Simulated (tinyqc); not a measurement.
Inside a calculation. Method: extended Hueckel theory, for LiH+. The parameters take no account of the charge, which enters only through the electron count. One step of it, computed by the program tinyqc.

Problem. Mulliken analysis. P = C n C^T; charge = valence electrons (Li 1, H 1) minus the sum of (P S)_ii on the atom; overlap population = 2 sum P_ij S_ij between two atoms.

coefficients:
```
              MO1        MO2       MO3        MO4        MO5
1Li 2s   0.110423   0.868526  0.000000   0.000000   0.641997
1Li 2px  0.000000   0.000000  0.404856   0.914381   0.000000
1Li 2py  0.000000   0.000000  0.914381  -0.404856   0.000000
1Li 2pz  0.051802  -0.495590  0.000000   0.000000   1.041394
2H 1s    0.932211  -0.132566  0.000000   0.000000  -0.790502
```

occupations: 1.000000  0.000000  0.000000  0.000000  0.000000

overlap S, lower triangle:
```
           1Li 2s   1Li 2px   1Li 2py   1Li 2pz     2H 1s
1Li 2s   1.000000
1Li 2px  0.000000  1.000000
1Li 2py  0.000000  0.000000  1.000000
1Li 2pz  0.000000  0.000000  0.000000  1.000000
2H 1s    0.343834  0.000000  0.000000  0.469231  1.000000
```

Give: charges; Overlap populations.

Solution.

charges: 1Li 0.927, 2H 0.073

Overlap populations:
```
pair     value
2-1   0.116105
```
